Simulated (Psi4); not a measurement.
# F2 (fluorine): OMP2/cc-pVTZ (density fitting for correlation)

What is the vertical singlet–triplet gap of F2 (fluorine) at OMP2/cc-pVTZ (density fitting for correlation)? 

The results are computed with Psi4 1.11.

1 further run of the same task is left out (set aside as unsound or not needed).

### Step 1. The structure to begin with

F2 has 2 atoms, charge 0, and is taken as a singlet. SMILES: `FF`. Geometry: relaxed at PBE0-D4/def2-TZVP.

Bond lengths: F1–F2 1.376 Å.

### Step 2. The energy at OMP2/cc-pVTZ (density fitting for correlation)

run.py

```python
import psi4

psi4.set_memory(1600000000)
psi4.set_num_threads(1)
psi4.set_output_file('output.dat', False)

molecule = psi4.geometry("""
0 1
F     -1.10341108     0.40137783    -0.55746921
F      1.10341108    -0.40137783     0.55746921
units au
symmetry c1
""")

psi4.set_options({
    'basis': 'cc-pVTZ',
    'puream': True,
    'e_convergence': 1e-09,
    'd_convergence': 1e-08,
    'scf_type': 'pk',
    'num_frozen_docc': 2,
})

e, wfn = psi4.energy("omp2", molecule=molecule, return_wfn=True)
print(f'omp2 energy: {e:.10f} Eh')
```

On the command line:

```
$ python run.py
```

output.dat (excerpt; [...] marks lines left out):

```text
[...]
  Running in c1 symmetry.
[...]
  Nuclear repulsion =   31.159450805153512
[...]
  Multiplicity = 1
[...]
  Nalpha       = 9
  Nbeta        = 9
[...]
    Number of basis functions: 60
[...]
   @RHF iter   1:  -198.73105997646249   -5.48197e-01   4.87315e-03 DIIS/ADIIS
[...]
   @RHF iter   8:  -198.75601330158486   -8.66862e-12   8.57955e-09 DIIS
[...]
    Orbital Energies [Eh]
    ---------------------
    Doubly Occupied:
       1A    -26.425196     2A    -26.424940     3A     -1.783228
       4A     -1.487078     5A     -0.816978     6A     -0.816978
       7A     -0.763551     8A     -0.657171     9A     -0.657171
[...]
  @RHF Final Energy:  -198.75601330158486
   => Energetics <=
    Nuclear Repulsion Energy =             31.1594508051535115
    One-Electron Energy =                -340.1663475034246176
    Two-Electron Energy =                 110.2508833966862909
    Total Energy =                       -198.7560133015848578
[...]
 Multipole Moments:
 ------------------------------------------------------------------------------------
     Multipole            Electronic (a.u.)      Nuclear  (a.u.)        Total (a.u.)
 ------------------------------------------------------------------------------------
 L = 1.  Multiply by 2.5417464519 to convert [e a0] to [Debye]
 Dipole X            :          0.0000000            0.0000000            0.0000000
 Dipole Y            :          0.0000000            0.0000000            0.0000000
 Dipole Z            :         -0.0000000            0.0000000           -0.0000000
 Magnitude           :                                                    0.0000000
[...]
	Warning: cc_lambda option is changed to TRUE
	For this residual convergence, default PCG convergence is:     1.00e-07
[...]
	DF-MP2 Total Energy (a.u.)         :  -199.27413443580610
[...]
	DF-MP2 Total Energy (a.u.)         :  -199.28233452222864
[...]
	DF-OMP2 Total Energy (a.u.)        :  -199.28233452222824
[...]
```

On the terminal:

```text
omp2 energy: -199.2823345222 Eh
```

Wall time 2.2 s (1 thread of Intel Xeon 6975P-C (Granite Rapids), shared host); peak memory 0.23 GiB.

### Step 3. The triplet at the same level

f2.inp

```
memory 1600 MB

molecule {
  0 3
  F     -0.583900     0.212400    -0.295000
  F      0.583900    -0.212400     0.295000
  symmetry c1
}

set basis cc-pVTZ
set reference uhf
set puream true
set e_convergence 1e-09
set d_convergence 1e-08
set scf_type pk
set num_frozen_docc 2
set maxiter 200

e = energy('omp2')
print_variables()
```

On the command line:

```
$ psi4 f2.inp f2.out -n 1
```

f2.out (excerpt; [...] marks lines left out):

```text
[...]
  Running in c1 symmetry.
[...]
  Nuclear repulsion =   31.159450748216873
[...]
  Multiplicity = 3
[...]
  Nalpha       = 10
  Nbeta        = 8
[...]
    Number of basis functions: 60
[...]
   @UHF iter   1:  -198.60079473742167   -4.17932e-01   4.48875e-03 ADIIS/DIIS
[...]
   @UHF iter  10:  -198.63594349029944   -1.79057e-12   3.12691e-09 DIIS
[...]
   @S^2 Observed:                2.037169750E+00
[...]
  @UHF Final Energy:  -198.63594349029944
   => Energetics <=
    Nuclear Repulsion Energy =             31.1594507482168730
    One-Electron Energy =                -340.2312378113061868
    Two-Electron Energy =                 110.4358435727898637
    Total Energy =                       -198.6359434902994394
  UHF NO Occupations:
  HONO-2 :    8  A 1.9879790
  HONO-1 :    9  A 1.0000000
[...]
 Multipole Moments:
 ------------------------------------------------------------------------------------
     Multipole            Electronic (a.u.)      Nuclear  (a.u.)        Total (a.u.)
 ------------------------------------------------------------------------------------
 L = 1.  Multiply by 2.5417464519 to convert [e a0] to [Debye]
 Dipole X            :          0.0000000            0.0000000            0.0000000
 Dipole Y            :         -0.0000000            0.0000000           -0.0000000
 Dipole Z            :          0.0000000            0.0000000            0.0000000
 Magnitude           :                                                    0.0000000
[...]
	Warning: cc_lambda option is changed to TRUE
	For this residual convergence, default PCG convergence is:     1.00e-07
[...]
	DF-SCS-MP2 Total Energy (a.u.)     :  -199.09777934122451
	DF-SOS-MP2 Total Energy (a.u.)     :  -199.08358250218512
[...]
	DF-SCS-OMP2 Total Energy (a.u.)    :  -199.10658784365552
	DF-SOS-OMP2 Total Energy (a.u.)    :  -199.05476632498065
	DF-SCS(N)-OMP2 Total Energy (a.u.) :  -198.89671615822871
[...]
	DF-OMP2 Total Energy (a.u.)        :  -199.13828625009199
[...]
```

Wall time 5.7 s (1 thread of Intel Xeon 6975P-C (Granite Rapids), shared host); peak memory 0.23 GiB.

### Step 4. Results

At OMP2/cc-pVTZ (density fitting for correlation), 2 core orbitals frozen:

```
                                                           quantity          value
                                              singlet: total energy  -199.28233 Eh
                       singlet: HOMO energy (Hartree–Fock orbitals)      -17.88 eV
                       singlet: LUMO energy (Hartree–Fock orbitals)        3.37 eV
                     singlet: HOMO–LUMO gap (Hartree–Fock orbitals)       21.25 eV
               singlet: correlation energy (2 core orbitals frozen)     -526.3 mEh
                                              triplet: total energy  -199.13829 Eh
triplet: HOMO energy (Hartree–Fock orbitals) (highest over α and β)      -14.87 eV
 triplet: LUMO energy (Hartree–Fock orbitals) (lowest over α and β)       -0.47 eV
               triplet: correlation energy (2 core orbitals frozen)     -502.3 mEh
                         triplet: ⟨S²⟩ of the reference determinant          2.037
                   vertical energy of the triplet above the singlet       3.920 eV
```

What this shows: At this shape the triplet lies 3.92 eV (378 kJ/mol) above the singlet.
